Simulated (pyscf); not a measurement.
Optimised with ωB97X-D3(BJ)/def2-SVP in PySCF.

Problem. For the elementary gas-phase step H₃C–SnH₂–NH₂ (SMILES [CH3][SnH2][NH2]) + H₂ (SMILES [H][H]) -> H₃C–SnH₃ (SMILES [CH3][SnH3]) + NH₃ (SMILES N) (singlet surface; N–Sn, H–H broken, H–Sn, H–N formed), what barrier and reaction energy does ωB97M-D3(BJ)/def2-TZVP give, measured from the separated reactants?

Solution. ΔE‡ = 141.8 kJ/mol, ΔE = -31.8 kJ/mol. Zero-point energy shifts the barrier by +9.4 kJ/mol. It is a four-centre exchange, with an imaginary mode of 1447i cm⁻¹. On the product side the descent ends in a complex (not fully relaxed), 17.4 kJ/mol under the separated species and 183.3 kJ/mol under the saddle at ωB97X-D3(BJ)/def2-TZVP. At the saddle there is also a short H–Sn contact that neither side keeps. This is the saddle that the search found; another between the same sides may lie lower. Elements past Kr carry the def2 core potentials, without spin-orbit coupling.
